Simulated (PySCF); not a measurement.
Species: aluminum monochloride, AlCl (triplet state).
SMILES with atom numbers: `[Al:1][Cl:2]`

Structure used (PBE0-D3(BJ)/def2-SVP), in Å, numbered top down from 1:
```xyz
2
AlCl angstrom
Al     1.0926   -0.0400    0.0069
Cl    -1.0321    0.0128   -0.0164
```

Computed, not measured: UKS B3LYP, IGLO-III on Al Cl, non-relativistic, mean-field spin-orbit, GIAO in PySCF 2.14.0. Geometry: PBE0-D3(BJ)/def2-SVP; no solvent, vibrations or thermal averaging.

Output of the driver script. The program numbers atoms from 0.

```
UKS, coarse grid
  cycle   1  E = -702.58757426  |g| = 2.32e-01
  cycle   2  E = -702.54616016  |g| = 3.49e-01
  cycle   3  E = -702.62068947  |g| = 4.19e-02
  cycle   4  E = -702.62124783  |g| = 9.49e-03
  cycle   5  E = -702.62129258  |g| = 3.91e-03
  cycle   6  E = -702.62130336  |g| = 8.88e-04
  cycle   7  E = -702.62130351  |g| = 1.64e-04
UKS, final grid
  cycle   1  E = -702.62131516  |g| = 1.27e-04
  cycle   2  E = -702.62131516  |g| = 1.45e-04
  cycle   3  E = -702.62131517  |g| = 2.25e-05
  cycle   4  E = -702.62131517  |g| = 7.54e-06
internal stability: stable
E = -702.62131517 Eh   <S^2> = 2.0014 (exact 2.0000)
g shifts (ppm)      1          2          3
  rmc          -127       -127       -127
  gc             18         15         25
  oz_so      -97589      -2796       1519
  total      -97698      -2908       1416
hyperfine (MHz)  atom isotope    a_iso     a_fc   dipolar eigenvalues
    0  27Al    1136.22    1136.22    -56.89    -17.40     74.30
    1  35Cl      14.94      14.94    -21.32     -2.83     24.15
zero-field splitting (cm-1)  D = -5.4515  E = -0.0450  (spin-spin -0.1747, spin-orbit -5.5119)
```

The SCF converged. Why should these EPR parameters still be doubted?

The species is linear, yet the g tensor isn't that of a Σ state, which would be axial with no orbital-Zeeman term along the axis. Here the shifts are -97698, -2908, 1416 ppm, with orbital-Zeeman/spin–orbit parts of -97589, -2796, 1519 ppm. That is what a determinant gives that fills the components of a degenerate π or δ shell unevenly. Such a state carries orbital angular momentum about the axis, which this second-order treatment can't describe.

The run took 7.0 s of wall time (grids of density and orbitals included) on one thread of an Arm Neoverse V1, no GPU, on a shared host, and the process peaked at 0.29 GiB of memory.
